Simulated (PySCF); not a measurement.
Trend along the third period: MLi cations

HF with double-zeta basis sets in PySCF, for the lowest determinant that a PBE0 search found; no spin–orbit coupling. De refers to high-spin ground-configuration atoms (the charge goes to the atom of lower measured ionisation energy or higher electron affinity, which is not always the lowest computed limit). A positive dipole points towards Li; it is taken about the centre of mass and depends on that origin.

```json
{"M": "Na", "basis": "aug-pcseg-1", "reference": "UHF", "charged atom": "Na+", "state (unpaired electrons)": "doublet (σ ↑)", "Re (Å)": "3.461", "ωe (cm⁻¹)": "181", "De (eV)": "0.84", "μ (D)": "3.35"}
{"M": "Al", "basis": "cc-pVDZ/cc-pV(D+d)Z", "reference": "UHF", "charged atom": "Li+", "state (unpaired electrons)": "doublet (σ ↑)", "Re (Å)": "3.064", "ωe (cm⁻¹)": "235", "De (eV)": "1.22", "μ (D)": "7.09"}
{"M": "Si", "basis": "6-31G(d,p)", "reference": "UHF", "charged atom": "Li+", "state (unpaired electrons)": "triplet (σ ↑, π ↑)", "Re (Å)": "2.827", "ωe (cm⁻¹)": "265", "De (eV)": "0.69", "μ (D)": "7.89"}
{"M": "P", "basis": "6-31G(d,p)", "reference": "UHF", "charged atom": "Li+", "state (unpaired electrons)": "quartet (σ ↑, π ↑↑)", "Re (Å)": "2.737", "ωe (cm⁻¹)": "236", "De (eV)": "0.33", "μ (D)": "8.70"}
{"M": "S", "basis": "def2-SVP", "reference": "UHF", "charged atom": "Li+", "state (unpaired electrons)": "triplet (π ↑↑)", "Re (Å)": "2.545", "ωe (cm⁻¹)": "312", "De (eV)": "0.80", "μ (D)": "8.41"}
```

The shortest bond is that of LiS⁺ (2.545 Å), the longest that of NaLi⁺ (3.461 Å). LiAl⁺ is bound most strongly (1.22 eV) and LiP⁺ least (0.33 eV).

The rows differ in basis set, which adds steps of its own.

The state changes along the series, so neighbouring rows are not always alike in their bonding.

For an ion De counts to the pair picked by the measured ionisation energies or electron affinities, which need not be the lowest pair at this level. Hartree–Fock leaves out correlation, which carries a large part of most bond energies and some tenths to 1 eV of ionisation energies. States were picked by a PBE0 search and need not be the measured ground states.
